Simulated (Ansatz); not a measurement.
**Relative stability**

Two relaxed structures of C2H6Al (charge +1), singlet (PBE0-D4/def2-TZVP; forces vanish, vibrations not checked).

A:

C1  (-0.649, 0.639, -1.021)
C2  (0.439, 0.198, -0.282)
Al3  (0.439, -1.176, 1.246)
H4  (-1.660, 0.306, -0.790)
H5  (-0.534, 1.296, -1.881)
H6  (-0.292, 1.260, 0.044)
H7  (1.386, 0.625, -0.623)
H8  (1.418, -2.348, 0.908)
H9  (-0.548, -0.799, 2.400)
(Å)

B:

```xyz
9
angstrom
C -1.1610 1.0700 -1.1084
C 1.2432 -0.9770 1.0203
Al 0.0388 0.0439 -0.0439
H -2.0652 0.4936 -1.3257
H -0.6864 1.3460 -2.0549
H -1.4476 1.9848 -0.5811
H 2.2766 -0.6950 0.7976
H 1.1203 -2.0448 0.8160
H 1.0538 -0.8001 2.0833
```

Ansatz 0.2.0; basis: def2-TZVPP; cores frozen in the correlated methods. B3LYP uses VWN-RPA correlation.

Question: Which structure is lower at CCSD(T), and by how much? (An estimate is asked for; the value comes from the calculation.)

Answer: The calculation gives: B, by 267.7 kJ/mol (electronic energy, against the other). By their contacts, A is C₂H₆Al ([CH3][CH][AlH2]), total charge +1 and B is C₂H₆Al ([CH3][Al][CH3]), total charge +1.

All methods give the same order:

```
   method  E(B) − E(A) (kJ/mol)
   PBE-D4                -283.3
r2SCAN-D4                -281.0
  PBE0-D4                -281.3
 B3LYP-D4                -273.3
  wB97M-V                -273.0
       HF                -233.3
      MP2                -283.5
     CCSD                -265.5
  CCSD(T)                -267.7
```

No T1 diagnostic of these runs exceeds 0.011.

Labels in which every atom is bracketed show which atoms are joined, not bond orders.

For scale, one of the runs: CCSD(T)/def2-TZVPP, 188 basis functions, launched by `ansatz run in.yaml --threads 2 --pin off --events-out ev --progress --plain --max-ram 4352MiB`. Hardware: 2 CPU threads of an Arm Neoverse V1, shared host. Wall time 33 s; peak host memory 1.9 GiB.
